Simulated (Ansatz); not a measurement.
Born–Oppenheimer molecular dynamics of C2HN (4 atoms, charge 0, multiplicity 1). It starts at the highest image of a converged band. Of that band: The profile has 3 maxima (images 1, 4, 7) with wells between them (images 3, 5): this band takes more than one step, which may be the mechanism or a detour left from its start path. Neighbouring images differ by up to 2.0 eV, so the band resolves the path poorly. A vibrational analysis at the climbing image gives one clearly imaginary mode, 870i cm⁻¹: a first-order saddle point.

All numbers below come from RKS PBE0-D4/def2-SVP (Ansatz 0.2.0).

```yaml
ensemble: NVE (velocity Verlet)
time_step: 0.5 fs
steps_asked: 200
starting_velocities_drawn_for: 300 K
seed: 9101
```

Frames 2.5 fs apart, positions in Å, forces in eV/Å.

Velocities at 55.0 fs (Å/ps):

```
C 3.19 -9.40 14.23
C -9.48 -0.45 3.10
N 11.56 9.43 -13.75
H -85.71 -13.67 -15.42
```

```xyz
4
Properties=species:S:1:pos:R:3:forces:R:3 time_fs=55.0 energy_less_start_eV=-0.877 T=3690
C -0.146 -0.663 1.106 0.63 3.10 -5.03
C 0.705 0.052 0.037 -0.25 1.08 -2.30
N -0.552 0.080 -0.190 -2.51 -2.94 4.69
H 0.962 0.637 -0.987 2.14 -1.25 2.63
4
Properties=species:S:1:pos:R:3:forces:R:3 time_fs=57.5 energy_less_start_eV=-0.155 T=903
C -0.137 -0.679 1.129 0.46 3.20 -5.14
C 0.682 0.053 0.039 2.00 0.20 -0.70
N -0.531 0.097 -0.214 -6.02 -3.22 4.84
H 0.826 0.573 -0.957 3.56 -0.18 0.99
4
Properties=species:S:1:pos:R:3:forces:R:3 time_fs=60.0 energy_less_start_eV=-0.398 T=1849
C -0.125 -0.678 1.126 0.41 3.19 -5.03
C 0.669 0.055 0.039 1.66 -1.28 1.91
N -0.535 0.100 -0.218 -6.34 -2.99 4.56
H 0.901 0.501 -0.875 4.27 1.08 -1.44
4
Properties=species:S:1:pos:R:3:forces:R:3 time_fs=62.5 energy_less_start_eV=-1.747 T=7034
C -0.112 -0.662 1.098 0.27 2.79 -4.28
C 0.663 0.052 0.046 1.04 -0.13 -1.01
N -0.565 0.090 -0.202 -2.74 -2.21 3.67
H 1.213 0.476 -0.843 1.43 -0.45 1.62
4
Properties=species:S:1:pos:R:3:forces:R:3 time_fs=65.0 energy_less_start_eV=-2.206 T=8819
C -0.097 -0.632 1.049 -0.21 1.62 -2.40
C 0.664 0.048 0.048 1.96 0.66 -2.62
N -0.607 0.071 -0.170 0.82 -1.16 2.23
H 1.606 0.430 -0.730 -2.58 -1.13 2.79
4
Properties=species:S:1:pos:R:3:forces:R:3 time_fs=67.5 energy_less_start_eV=-2.137 T=8560
C -0.083 -0.594 0.989 -0.78 -0.31 0.62
C 0.674 0.046 0.038 2.33 0.84 -2.33
N -0.645 0.048 -0.129 2.62 0.11 0.25
H 1.856 0.323 -0.462 -4.17 -0.63 1.45
4
Properties=species:S:1:pos:R:3:forces:R:3 time_fs=70.0 energy_less_start_eV=-2.001 T=8026
C -0.072 -0.558 0.931 -1.05 -2.59 4.17
C 0.696 0.050 0.017 1.17 0.86 -1.49
N -0.674 0.024 -0.087 2.68 1.50 -2.15
H 1.870 0.179 -0.109 -2.79 0.23 -0.53
4
Properties=species:S:1:pos:R:3:forces:R:3 time_fs=72.5 energy_less_start_eV=-1.220 T=5026
C -0.068 -0.534 0.894 -1.26 -4.14 6.59
C 0.721 0.057 -0.013 -2.87 1.14 -2.00
N -0.690 0.007 -0.053 1.91 2.35 -3.77
H 1.741 0.048 0.220 2.22 0.66 -0.82
4
Properties=species:S:1:pos:R:3:forces:R:3 time_fs=75.0 energy_less_start_eV=-0.759 T=3231
C -0.069 -0.531 0.890 -1.63 -3.95 6.22
C 0.736 0.070 -0.051 -0.25 1.24 -1.32
N -0.699 0.000 -0.036 1.69 2.06 -3.47
H 1.697 -0.047 0.497 0.20 0.65 -1.43
4
Properties=species:S:1:pos:R:3:forces:R:3 time_fs=77.5 energy_less_start_eV=-0.554 T=2444
C -0.079 -0.547 0.915 -1.85 -2.21 3.58
C 0.749 0.089 -0.097 0.77 0.63 0.79
N -0.699 0.001 -0.033 2.88 0.85 -1.65
H 1.673 -0.103 0.687 -1.80 0.73 -2.73
4
Properties=species:S:1:pos:R:3:forces:R:3 time_fs=80.0 energy_less_start_eV=-0.814 T=3445
C -0.098 -0.574 0.959 -1.79 -0.20 0.69
C 0.764 0.111 -0.138 -1.24 0.44 0.94
N -0.688 0.006 -0.037 4.27 -0.48 0.32
H 1.552 -0.118 0.724 -1.24 0.24 -1.95
4
Properties=species:S:1:pos:R:3:forces:R:3 time_fs=82.5 energy_less_start_eV=-0.935 T=3910
C -0.125 -0.602 1.006 -1.40 1.30 -1.57
C 0.772 0.136 -0.177 -4.43 0.90 -1.39
N -0.658 0.009 -0.040 4.04 -1.25 1.38
H 1.371 -0.121 0.658 1.78 -0.95 1.59
```

Of the whole run (100 fs, mean temperature of the second half 4382 K): The conserved energy stayed within 1.4 meV per atom of its start (net change 0.21 meV per atom), so the integration is sound. The system heated up, since it started high on the potential surface and ran downhill. A run of 0.1 ps of so small a system gives no equilibrium averages. The orbitals stay closed-shell, which can raise the energy where a bond breaks towards radicals; this wasn't checked here.

Run time: 80 s on 1 CPU thread of a shared host.
